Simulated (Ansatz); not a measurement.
The same path of AlB₂H₅ (8 atoms, charge 0, multiplicity 1) was run twice with different band settings. The coordinate that changes most is the dihedral B1–Al2–B3–H7.

The calculation used RKS B3LYP-D4/6-31G in Ansatz 0.2.0.

Relaxed end points:

```xyz
8
Properties=species:S:1:pos:R:3
B -1.099 0.861 -1.304
Al 0.037 0.497 0.452
B 1.064 -1.304 0.906
H -2.272 0.619 -1.375
H -0.615 1.324 -2.300
H 0.135 1.704 1.533
H 2.207 -1.492 0.592
H 0.544 -2.210 1.497
```

```xyz
8
Properties=species:S:1:pos:R:3
B -1.097 0.859 -1.301
Al 0.042 0.507 0.455
B 1.061 -1.301 0.904
H -2.270 0.612 -1.369
H -0.616 1.313 -2.302
H 0.141 1.712 1.537
H 0.542 -2.201 1.504
H 2.196 -1.501 0.571
```

Common settings: spring 5.0 eV/Å²; optimiser quadratic models (default); start path through a guess of the saddle point; force threshold 0.05 eV/Å; iteration limit 60; end points relaxed.

| run | movable images | climbing image |
| --- | --- | --- |
| 1 | 7 | yes |
| 2 | 8 | no |

**Question.** What does each run give, and how far can it be trusted?

**Answer.** Run 1: converged after 16 iterations, highest image 0.218 eV above the first end. A vibrational analysis at the climbing image gives one clearly imaginary mode, 270i cm⁻¹: a first-order saddle point.
Run 2: converged after 22 iterations, highest image 0.212 eV above the first end. No image climbed, so the highest image needn't sit at the top of the path.
Limits of this set-up: no polarisation functions.
